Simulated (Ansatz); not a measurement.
Elements on the sites of an ideal caesium chloride lattice, at a guessed lattice constant:

```xyz
20
Lattice="0.0000 -5.8751 0.0000 5.8751 0.0000 2.9376 -2.9376 0.0000 5.8751" Properties=species:S:1:pos:R:3 pbc="T T T"
Al    1.4688   -1.4688    1.4688
Al    1.4688   -1.4688    4.4063
Al    1.4688   -1.4688    7.3439
Al    1.4688   -4.4063    1.4688
Al    1.4688   -4.4063    4.4063
Al    1.4688   -4.4063    7.3439
Al    4.4063   -1.4688    4.4063
Al   -1.4688   -1.4688    4.4063
Al    4.4063   -4.4063    4.4063
Al   -1.4688   -4.4063    4.4063
Ni    0.0000   -2.9376    0.0000
Ni    0.0000    0.0000    0.0000
Ni    2.9376   -2.9376    5.8751
Ni    2.9376    0.0000    5.8751
Ru    0.0000   -2.9376    5.8751
Pd    0.0000    0.0000    2.9376
Pd    0.0000    0.0000    5.8751
Pd    2.9376   -2.9376    2.9376
Pd    2.9376    0.0000    2.9376
Pt    0.0000   -2.9376    2.9376
```

Cell and atoms were relaxed without symmetry on coarser meshes and computed once more. The calculation used Ansatz 0.2.0, DFT PBE, scalar-relativistic, plane waves, PAW.

Plane waves to 420 eV, a k mesh through Γ of 6×5×5 on the computed 20-atom cell and Gaussian smearing (0.10 eV); no spin polarisation.

The relaxation ran on 2×2×2 (shifted) k points with a smearing of 0.1 eV, from sites shaken by 0.02 Å.

Question: What does the relaxation give?

Answer: A volume of 13.48 Å³/atom and no gap on the mesh. It lies 0.75 eV/atom below the elements' standard states (static lattices, no corrections for gases). The atoms leave their sites by 0.10 Å (root mean square) and 0.16 Å at most, and the cell stretches by up to 3.9 % at fixed volume.

```yaml
crystal:
  lattice:
    - [0.00024, -5.77358, 0.00009]
    - [6.23070, -0.00028, 3.00036]
    - [-3.11224, 0.00003, 5.99452]
  atoms:
    - { symbol: Al, position: [0.25189, 0.28424, 0.09470] }
    - { symbol: Al, position: [0.25154, 0.51487, 0.50529] }
    - { symbol: Al, position: [0.25264, 0.71377, 0.88234] }
    - { symbol: Al, position: [0.74744, 0.28427, 0.09474] }
    - { symbol: Al, position: [0.74777, 0.51490, 0.50527] }
    - { symbol: Al, position: [0.74670, 0.71387, 0.88237] }
    - { symbol: Al, position: [0.24706, 0.89955, 0.29978] }
    - { symbol: Al, position: [0.25216, 0.08512, 0.71809] }
    - { symbol: Al, position: [0.75228, 0.89958, 0.29978] }
    - { symbol: Al, position: [0.74713, 0.08523, 0.71814] }
    - { symbol: Ni, position: [0.49967, 0.00208, 0.01338] }
    - { symbol: Ni, position: [0.99966, 0.98739, 0.00860] }
    - { symbol: Ni, position: [0.49965, 0.79678, 0.58622] }
    - { symbol: Ni, position: [0.99964, 0.81116, 0.59053] }
    - { symbol: Ru, position: [0.49974, 0.40052, 0.80018] }
    - { symbol: Pd, position: [0.99967, 0.20503, 0.40785] }
    - { symbol: Pd, position: [0.99970, 0.39974, 0.80044] }
    - { symbol: Pd, position: [0.49965, 0.60226, 0.18800] }
    - { symbol: Pd, position: [0.99967, 0.59361, 0.19318] }
    - { symbol: Pt, position: [0.49962, 0.19740, 0.41160] }
```

The final mesh leaves forces up to 0.12 eV/Å and stresses up to 2.3 GPa: the relaxation ran on a coarser mesh, so the cell's shape, its bonds and its energy belong partly to that mesh.

Spin-orbit coupling is left out, which matters for the bands of heavy elements. Spin polarisation was left out, and a magnetic state may lie lower.

Cost: 2 runs of about 24 core-minutes in all (earlier runs that led there not counted), on Arm Neoverse V1 (shared hosts).